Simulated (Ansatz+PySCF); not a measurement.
# singlet NaCl: levels of theory in one basis

| atom | x (Å) | y (Å) | z (Å) |
| --- | --- | --- | --- |
| Na | 0.0000 | 0.0000 | -2.8395 |
| Cl | 0.0000 | 0.0000 | 1.8373 |

Basis set: STO-3G (spherical functions). Correlated methods keep 6 orbitals frozen. Charge 0, multiplicity 1.

Computed with Ansatz (development build ahead of 0.2.0); each method stands on the lowest determinant of its kind that the runs found. NEVPT2 correlates all electrons. Active spaces start from the frontier orbitals, and the lowest solution found is given.

| method | E − E(RHF) (eV) | <S²> of the determinant |
| --- | --- | --- |
| RHF | 0.00 | 0.00 |
| RHF-MP2 | -1.03 | – |
| RHF-CCSD | -1.06 | – |
| RHF-CCSD(T) | -1.11 | – |
| full CI (lowest root of this spin) | -1.10 | – |
| CASSCF(6,6) | -0.80 | – |
| SC-NEVPT2(6,6) | -1.09 | – |

At such a shape the full CI root can have another spatial symmetry than the determinants, so the rows needn't describe one state.

Is a single determinant a sound starting point here?

Only with care. Unrestricted orbitals gain 0.00 eV and <S²> is 0.00 against 0.00 for a pure state, but bonds are stretched. The CASSCF(6,6) natural occupations are 2.00, 2.00, 2.00, 0.01, 0.01, 0.01.

Caution for RHF-MP2, RHF-CCSD, RHF-CCSD(T): bonds are stretched, where a single reference can fail. Caution for CASSCF(6,6): other starts end on other solutions of this active space.
